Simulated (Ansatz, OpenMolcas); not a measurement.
Heat of formation of BHO2 (oxoborinic acid) from total energies

BHO2 has 4 atoms, charge 0, and is taken as a singlet. As SMILES, `O=BO`. The coordinates come from a PBE0-D4/def2-TZVP relaxation.

Total energies at SVWN5/def2-TZVPP (OpenMolcas 26.06); the atoms run unrestricted:

```
species    state  energy (Eh)
   BHO2  singlet  -174.720712
      O  triplet   -74.525567
      B  doublet   -24.353909
      H  doublet    -0.478344
```

Harmonic wavenumbers at PBE0-D4/def2-TZVP, in cm⁻¹: 462, 520, 937, 1040, 2114, 3904.

Measured heats of formation of the gaseous atoms at 298.15 K, in kJ/mol: O 249.2, B 570.3, H 218.0. Spin-orbit lowering of the atoms at 298 K (mean of the ground term's levels less their thermal mean, from spectra), in kJ/mol: O 0.40, B 0.00. Take 1 Eh = 2625.50 kJ/mol, 1 cm⁻¹ = 0.0119627 kJ/mol, RT = 2.479 kJ/mol.

Task: What heat of formation follows?

Result: 
1. Electronic atomisation energy: 2 × (-74.525567) + (-24.353909) + (-0.478344) − (-174.720712) = 0.837325 Eh = 2198.4 kJ/mol.
2. Zero-point energy: half the sum of the wavenumbers, 4488.5 cm⁻¹ = 53.7 kJ/mol.
3. Thermal vibrational enthalpy, Σ hcν̃/(exp(hcν̃/kT) − 1): 1.4 kJ/mol. Translation, rotation and pV of a non-linear molecule: 4 RT = 9.9 kJ/mol.
4. The 4 free atoms carry 5/2 RT each: 24.8 kJ/mol.
5. Spin-orbit coupling lowers the free atoms by 2 × 0.40 + 0.00 = 0.8 kJ/mol.
6. Atomisation enthalpy at 298 K: 2198.4 − 0.8 − 53.7 − 1.4 − 9.9 + 24.8 = 2157.4 kJ/mol.
7. Sum of the atoms' heats of formation: 1286.7 kJ/mol. Heat of formation: 1286.7 − 2157.4 = -870.7 kJ/mol.

No measured value is set beside it here. The LDA overbinds, which puts heats of formation too low. Anharmonicity and any spin-orbit splitting of the molecule are left out.
